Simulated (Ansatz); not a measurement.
## C2H5, doublet: reading a ladder of total energies

Geometry: MP2(full)/6-31G*, from the G2/97 set.

```csv
atom,x (Å),y (Å),z (Å)
C,-0.0085,-0.7151,0.0000
C,-0.0085,0.7740,0.0000
H,1.0120,-1.1245,0.0000
H,-0.5111,-1.1141,0.8848
H,-0.5111,-1.1141,-0.8848
H,0.1060,1.3256,0.9237
H,0.1060,1.3256,-0.9237
```

Basis 6-31G* (Cartesian d functions); Ansatz 0.2.0. Correlated methods freeze the noble-gas cores, which leaves 13 electrons in 38 orbitals. R marks a restricted (for open shells ROHF) determinant.

Full CI isn't at hand for all of this; RCCSDTQ serves as the reference, and is uncertain by about the last step of the cluster series.

Runs differ by some tens of microhartree through their thresholds and, for an open shell, their frozen cores, so steps under 0.03 kcal/mol mean nothing.

| level | total energy (hartree) |
| --- | --- |
| RHF | -78.592427 |
| RMP2 | -78.835589 |
| RCCSD | -78.868439 |
| RCCSD(T) | -78.874691 |
| RCCSDT | -78.875356 |
| RCCSDT(Q) | -78.875572 |
| RCCSDTQ | -78.875570 |

What is the correlation energy at RCCSDTQ, and what share of it do RMP2 and RCCSD(T) recover?

E(corr) = -78.875570 − (-78.592427) = -0.283143 hartree = -7.705 eV. RMP2: -0.243162 / -0.283143 = 85.88 %. RCCSD(T): -0.282264 / -0.283143 = 99.69 %.

By how many kcal/mol does RCCSD(T) miss RCCSDTQ (1 hartree = 627.509 kcal/mol), and which steps make up the rest?

-78.874691 − (-78.875570) = 0.000879 hartree = 0.55 kcal/mol. Steps: RCCSDT − RCCSD(T) = -0.42, RCCSDT(Q) − RCCSDT = -0.14, RCCSDTQ − RCCSDT(Q) = 0.00 kcal/mol. That is within 1 kcal/mol of the reference in this basis, which itself misses far more of the correlation at the basis-set limit.
